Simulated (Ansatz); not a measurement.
# SiH− (singlet): from Hartree-Fock to the top rungs at distance Si1–H2 = 2.442 Å, aug-cc-pVDZ

An exercise on one series of results from a longer session: the logs are not shown, and one member is left open.

The runs use Ansatz 0.2.0, Gaussian basis; aug-cc-pVDZ, core rule «outside noble gas», up to 5 orbitals frozen.

To be run: UHF; CCSD(T) on RHF; CCSD(T) on UHF; BCCD(T) on RHF; CISD; CCSDT(Q) on RHF; CCSDT(Q) on UHF; CASSCF and MRCISD+Q, 2 electrons in 2 orbitals; CASSCF and NEVPT2, 2 electrons in 2 orbitals; CASSCF and MRCISD+Q, 6 electrons in 5 orbitals; CASSCF and NEVPT4(SD), 6 electrons in 5 orbitals; CASSCF and NEVPT2, 6 electrons in 5 orbitals; Full CI.

27 further runs of the same task are left out: 8 for a known fault of the program, 13 that didn't finish, 6 set aside as unsound or not needed. Runs told in other sessions of the task aren't counted.

**The geometry**

The geometry derives from a PBE0/def2-TZVPD stationary point (not a proven minimum). One bond is set to the value named and the two fragments are kept rigid.

2 atoms, charge -1, spin multiplicity 1.

Atoms are counted from 1 here; the program's logs count them from 0.

No contacts short enough for the rule that draws bonds.

Set-up of the first run:

The input, in.yaml:

```yaml
crystal:
  periodic: [false, false, false]
  atoms:
    - {symbol: Si, position_ang: [0.000000, 0.000000, 0.000000]}
    - {symbol: H, position_ang: [0.000000, 0.000000, 2.442000]}
basis:
  gaussian: {orbitals: aug-cc-pVDZ}
total_charge: -1
magnetization: {spin_polarized: true, initial_magnetization: 0}
hamiltonian: {xc: hf}
output: {orbitals: {seedname: orbitals}}
```

Command:

```sh
$ ansatz run in.yaml --threads 1 --pin off --events-out ev --progress --plain --max-ram 2393MiB
```

Among the steps run: UHF; CCSD(T) on RHF; CCSD(T) on UHF; BCCD(T) on RHF; CISD; CCSDT(Q) on RHF; CCSDT(Q) on UHF; CASSCF and MRCISD+Q, 2 electrons in 2 orbitals; CASSCF and NEVPT2, 2 electrons in 2 orbitals; CASSCF and MRCISD+Q, 6 electrons in 5 orbitals; CASSCF and NEVPT4(SD), 6 electrons in 5 orbitals; CASSCF and NEVPT2, 6 electrons in 5 orbitals; Full CI.

One table of the session follows, with a row left open; its other results are not shown here.

It belongs to the step «Misses and costs». 

```
            method  from FCI (meV)
               RHF         +3917.4
              RMP2         +1305.6
              CISD          +641.6
             RCCSD          +369.4
          RCCSD(T)          +185.9
           BCCD(T)          +187.6
            RCCSDT           +37.8
         RCCSDT(Q)               ?
    CASSCF valence         +2713.7
    NEVPT2 valence          +827.3
NEVPT4(SD) valence          +111.3
    MRCISD valence          +207.9
  MRCISD+Q valence           -20.1
               FCI               0
```

Estimate the missing values for RCCSDT(Q).

**Answer.** from FCI (meV): -6.4. In the column «from FCI (meV)» it lies between MRCISD+Q valence (-20.1) and FCI (0).

Left out of the table: CASSCF pair, NEVPT2 pair, MRCISD pair, MRCISD+Q pair (the active space lost an orbital or holds another state than full CI finds).

Limits of these values: The report flags that the cluster equations may have other roots. Left out of the table: UHF, UMP2, UCCSD, UCCSD(T), UCCSDT, UCCSDT(Q) (another determinant or state than the rows shown). The program flags RCCSDT(Q) as in doubt, so those rows may rest on another solution. RCCSDT(Q), MRCISD+Q valence fall below full CI, which methods that aren't variational can do. Warnings in the runs' records: passed over end.
